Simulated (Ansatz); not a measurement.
**Black phosphorus**

Computed with PBEsol (Ansatz, an electronic-structure program, plane waves, PAW).

Numerical settings: plane-wave cutoff 520 eV, 10×10×8 k mesh (along the axes of the cell as run), Fermi–Dirac smearing 0.01 eV, scalar-relativistic PAW data made under PBE.

Cell (relaxed at this level):

```cif
data_P8
_chemical_formula_sum 'P8'
_space_group_name_H-M_alt 'Cmce'
_space_group_IT_number 64
_space_group_name_Hall '-C 2ac 2'
_cell_length_a 3.31825
_cell_length_b 10.30081
_cell_length_c 4.19524
_cell_angle_alpha 90.000
_cell_angle_beta 90.000
_cell_angle_gamma 90.000
loop_
_atom_site_label
_atom_site_type_symbol
_atom_site_symmetry_multiplicity
_atom_site_Wyckoff_symbol
_atom_site_fract_x
_atom_site_fract_y
_atom_site_fract_z
_atom_site_occupancy
P1 P 8 f 0.00000 0.10518 0.07290 1
```
(The calculation used a cell of 4 atoms; values per cell refer to that cell.)

For black phosphorus, the bulk modulus B0 comes out as 20.3 GPa and the band gap is zero (no gap).

Measured, for comparison: band gap 0.35 eV (temperature not stated, no zero-point or thermal correction; as tabulated in Das et al. (2018), arXiv:1807.05623); bulk modulus 29.8 ± 0.7 GPa (room temperature, no zero-point or thermal correction, our sources range from 29.8 to 33.3; as tabulated in Muhammad et al. (2024), arXiv:2307.07533). Computed (rounded) less measured: band gap -0.35 eV, bulk modulus -32 % (against room or unstated temperature, where such soft solids are markedly softer).

Note: the cell comes from a level without a dispersion term, which matters for the spacing of layers, chains or molecules; the gap of the solid is closed in this run; this level leaves the solid without a gap, although one is measured; the bulk modulus comes from volumes at which shape and atoms were relaxed.

Computed values are for the static lattice.

Cost on a shared machine: very roughly 7 core-minutes.
